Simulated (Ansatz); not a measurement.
We consider chalcopyrite ZnGeP2, described by PBE (plane waves, PAW; Ansatz, a quantum-chemistry and plane-wave program).

Settings: plane-wave cutoff 520 eV, 10×10×10 k mesh, Fermi–Dirac smearing 0.01 eV, scalar-relativistic PAW data made under PBE.

Cell (measured lattice):

```yaml
crystal:
  lattice:
    - [-2.73000, 2.73000, 5.35500]
    - [2.73000, -2.73000, 5.35500]
    - [2.73000, 2.73000, -5.35500]
  atoms:
    - { symbol: Zn, position: [0.00000, 0.00000, 0.00000] }
    - { symbol: Zn, position: [0.75000, 0.25000, 0.50000] }
    - { symbol: Ge, position: [0.50000, 0.50000, 0.00000] }
    - { symbol: Ge, position: [0.25000, 0.75000, 0.50000] }
    - { symbol: P, position: [0.87500, 0.87283, 0.49783] }
    - { symbol: P, position: [0.12717, 0.62500, 0.00217] }
    - { symbol: P, position: [0.37500, 0.37717, 0.50217] }
    - { symbol: P, position: [0.62283, 0.12500, 0.99783] }
```

Give the computed band gap and smallest direct gap on the k points sampled.


- band gap = 1.17 eV (indirect)
- smallest direct gap on the k points sampled = 1.34 eV

Measured, for comparison: band gap 2.05 eV (temperature not stated, not corrected to a static lattice, pseudodirect, our sources range from 1.80 to 2.20; as tabulated in Rashkeev et al. (1999), arXiv:cond-mat/9809378).

Note: cell and atoms aren't relaxed at this level (pressure 2.1 GPa).

Spin–orbit coupling is not included.

The computed numbers hold no vibrational or temperature effects.
